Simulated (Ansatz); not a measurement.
C7H16 can be A, `CCC(C)C(C)C`, or B, `CC(C)C(C)(C)C`.

Computed with Ansatz on PBE0-D4/def2-TZVP structures; ΔE is electronic, products minus reactants. CCSD(T)/CBS is the MP2 limit (def2-TZVPP, def2-QZVPP) plus CCSD(T) − MP2 in def2-TZVPP, frozen cores. DFT in def2-TZVPP. B3LYP here is the variant with VWN-RPA as its local correlation; programs differ in this. One conformer a species, not always the lowest.

Question: Which isomer does CCSD(T)/CBS put lower? Give the gap. (Estimate.)

Answer: Ansatz gave: B, by 1.7 kcal/mol.

Question: Give E(B) − E(A) in kcal/mol with CCSD(T)/def2-TZVPP, MP2/def2-TZVPP, B3LYP-D4, BLYP-D4, CCSD(T)/def2-SVP, B3LYP, PBE-D4. (Estimate.)

Answer: Computed: CCSD(T)/def2-TZVPP -1.8, MP2/def2-TZVPP -2.5, B3LYP-D4 -0.6, BLYP-D4 -0.8, CCSD(T)/def2-SVP -1.5, B3LYP 0.8, PBE-D4 -0.7. The order is the other way round with B3LYP.

Largest T1 diagnostic: 0.009.

Leaving LDA and LC-ωPBE aside and taking each functional with its dispersion term where it has one, the values, not all of them listed here, spread over 1.0 kcal/mol, from ωB97M-V to B2PLYP. LDA lies −2.2 kcal/mol from PBE without D4. The D4 term adds −1.4 kcal/mol with B3LYP and −0.7 kcal/mol with PBE0; it sums over pairs of atoms, weighted by their polarisabilities, and B3LYP, whose exchange is more repulsive, gets the larger term.
